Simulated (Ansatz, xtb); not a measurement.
**Relative energy of two isomers of C4H7PS**

Structure I: `CCC1=C[P@@H]1=S`, a singlet. Structure II: `C=C[PH](=S)C=C`, a singlet. Both are isolated molecules in the gas phase, relaxed with r2SCAN-D4/def2-SVP, each in the lowest conformer that the search found.

Quicker runs give these differences E(II) − E(I): GFN2-xTB −13.0 kcal/mol; HF/STO-3G −10.6 kcal/mol (at GFN2-xTB geometries); r2SCAN-D4/def2-SVP//GFN2-xTB −9.2 kcal/mol.

Estimate E(II) − E(I) at the level CCSD(T)/def2-SVP + ΔMP2/def2-TZVPP.

Calculated at CCSD(T)/def2-SVP + ΔMP2/def2-TZVPP: E(II) − E(I) = −15.2 kcal/mol, so structure II lies lower.

How the difference moves with the method:

| level | geometry | E(II) − E(I) (kcal/mol) | departure from the last row (kcal/mol) | job, with rough time for the two |
| --- | --- | --- | --- | --- |
| GFN2-xTB | GFN2-xTB | −13.0 | +2.2 | optimisation, 0.52 s |
| HF/STO-3G | GFN2-xTB | −10.6 | +4.6 | single point, 0.84 s |
| r2SCAN-D4/def2-SVP//GFN2-xTB | GFN2-xTB | −9.2 | +6.1 | single point, 6.2 s |
| r2SCAN-D4/def2-SVP | r2SCAN-D4/def2-SVP | −9.2 | +6.0 | optimisation, 70 s |
| HF/def2-SVP | r2SCAN-D4/def2-SVP | −18.2 | −3.0 | part of the CCSD(T) run |
| MP2/def2-SVP | r2SCAN-D4/def2-SVP | −9.7 | +5.6 | part of the CCSD(T) run |
| CCSD(T)/def2-SVP | r2SCAN-D4/def2-SVP | −13.5 | +1.7 | single point |
| CCSD(T)/def2-SVP + ΔMP2/def2-TZVPP | r2SCAN-D4/def2-SVP | −15.2 |  | single point, 88 s |

As drawn, II has 1 C=C in place of 2 C–C. Structure I has a 3-membered ring, II no ring.

None of the levels shown reverses the order. The largest departure from CCSD(T)/def2-SVP + ΔMP2/def2-TZVPP is that of r2SCAN-D4/def2-SVP//GFN2-xTB, 6.1 kcal/mol. The last row adds to CCSD(T) the change of the MP2 difference between the two basis sets, here −1.7 kcal/mol.

With thermal terms from frequencies at re-optimised GFN2-xTB minima (ideal gas, soft modes damped towards free rotors, one conformer each, 298.15 K, 1 atm): the zero-point term adds −1.3 kcal/mol; ΔH is −16.3 and ΔG −16.8 kcal/mol.

The correlated steps freeze 14 core orbitals. Mirror images aren't counted in ΔG. Programs: Ansatz 0.2.0, xtb 6.7.1; the last row on 2 threads of Intel(R) Xeon(R) Processor @ 2.70GHz on a shared host.
